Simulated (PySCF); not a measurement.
Gas-phase reaction: 4 B(CH3)3 → 4 BH3 + 3 C4H8 (isobutene)

Method: PySCF energies plus ideal-gas RRHO corrections (1 bar). † marks an energy on the PBE0/def2-TZVP geometry and frequencies; other levels use their own. MP2 and CCSD(T) freeze the core. 6-31G* has spherical d functions here. All species are closed-shell singlets. B3LYP is the form with VWN-RPA correlation. Methyl groups turn as free rotors in B(CH3)3. MP2 isn't extrapolated to the basis-set limit; its ΔH°(298 K) is 823.2 kJ in def2-SVP and 827.2 kJ in def2-TZVPP. CCSD(T) isn't extrapolated to the basis-set limit. The harmonic model lacks anharmonicity and excited electronic states, which grow with temperature; levels with a mode under 35 cm⁻¹ are left out. Internal rotation in C4H8 (isobutene) is treated as a harmonic vibration of one conformer, which makes the entropy rough.

| level | ΔE electronic, kJ | ΔH°(298 K), kJ | ΔS°(298 K), J/K | ΔG°(600 K), kJ |
|---|---|---|---|---|
| B3LYP/6-31G* | 799 | 760 | 353 | 545 |
| BLYP/def2-TZVP† | 787 | 748 | 352 | 534 |
| CCSD(T)/def2-SVP† | 820 | 781 | 352 | 567 |
| HF/6-31G* | 730 | 689 | 353 | 474 |
| MP2/def2-SVP† | 862 | 823 | 352 | 609 |
| MP2/def2-TZVPP† | 866 | 827 | 352 | 613 |
| PBE/def2-TZVP† | 904 | 866 | 352 | 651 |
| PBE0/def2-QZVP† | 923 | 884 | 352 | 670 |
| PBE0/def2-TZVP | 919 | 880 | 352 | 666 |
| r2SCAN/def2-TZVP† | 923 | 885 | 352 | 671 |
| ωB97M-V/def2-TZVP† | 887 | 848 | 352 | 634 |
ΔH° is lowest at HF/6-31G* and highest at r2SCAN/def2-TZVP†. No reference value is set beside these.
